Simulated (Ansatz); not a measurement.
**CHNSi (quintet): the correlation ladder, cc-pVDZ**

One table from this session's results is given with a row withheld; the runs are named, their logs left out.

Computed with Ansatz 0.2.0, Gaussian basis. Level: cc-pVDZ, core rule «outside noble gas», up to 7 orbitals frozen.

The runs, in order: UHF; CCSD(T) on ROHF; CCSD(T) on UHF; BCCD(T) on ROHF; CISD; CCSDT(Q) on ROHF; CCSDT(Q) on UHF.

29 further runs of the same task are left out: 12 that didn't finish, 17 set aside as unsound or not needed.

## The system

The geometry is a PBE0/def2-TZVP stationary point (not a proven minimum) of the parent state, kept for this charge and spin.

4 atoms, charge 0, spin multiplicity 5.

Atoms are counted from 1 here; the program's logs count them from 0.

Bond lengths: C1–N2 1.210 Å, C1–H4 1.080 Å, N2–Si3 1.677 Å. Angles: N2–C1–H4 141.6°, C1–N2–Si3 175.8°.

Coordinates:

```xyz
4

C     0.00000   -0.20374    0.79744
N    -0.00001   -0.10376   -0.40886
Si    0.00000   -0.08703   -2.08565
H     0.00000    0.39453    1.69707
```

Set-up of the first run:

Input file in.yaml:

```yaml
crystal:
  periodic: [false, false, false]
  atoms:
    - {symbol: C, position_ang: [0.000003, -0.203741, 0.797438]}
    - {symbol: N, position_ang: [-0.000006, -0.103756, -0.408858]}
    - {symbol: Si, position_ang: [0.000001, -0.087034, -2.085648]}
    - {symbol: H, position_ang: [0.000003, 0.394532, 1.697068]}
basis:
  gaussian: {orbitals: cc-pVDZ}
magnetization: {spin_polarized: true, initial_magnetization: 4}
hamiltonian: {xc: hf}
output: {orbitals: {seedname: orbitals}}
```

Launch:

```console
> ansatz run in.yaml --threads 1 --pin off --events-out ev --progress --plain --max-ram 2393MiB
```

Steps of the session up to this table: UHF; CCSD(T) on ROHF; CCSD(T) on UHF; BCCD(T) on ROHF; CISD; CCSDT(Q) on ROHF; CCSDT(Q) on UHF.

One table of the session follows, with a row left open; its other results are not shown here.

It belongs to the step «Misses and costs». 

```
   method  from UCCSDT(Q) (kcal/mol)
     ROHF                    +215.35
      UHF                    +209.82
     RMP2                     +22.09
     UMP2                     +25.87
     CISD                     +27.16
    RCCSD                      +9.47
    UCCSD                      +9.12
 RCCSD(T)                      +1.34
 UCCSD(T)                      +1.44
  BCCD(T)                      +1.34
   RCCSDT                          ?
   UCCSDT                      +0.72
RCCSDT(Q)                      +0.10
UCCSDT(Q)                          0
```

Q: Estimate the row for RCCSDT from the others.

The run gave: from UCCSDT(Q) (kcal/mol): +0.79. In the column «from UCCSDT(Q) (kcal/mol)» it lies between UCCSDT (+0.72) and RCCSD(T) (+1.34).

To keep in mind: Restricted and unrestricted rows rest on different reference determinants; where their highest levels disagree by more than a few hundredths of an eV, they describe different states and don't form one ladder.
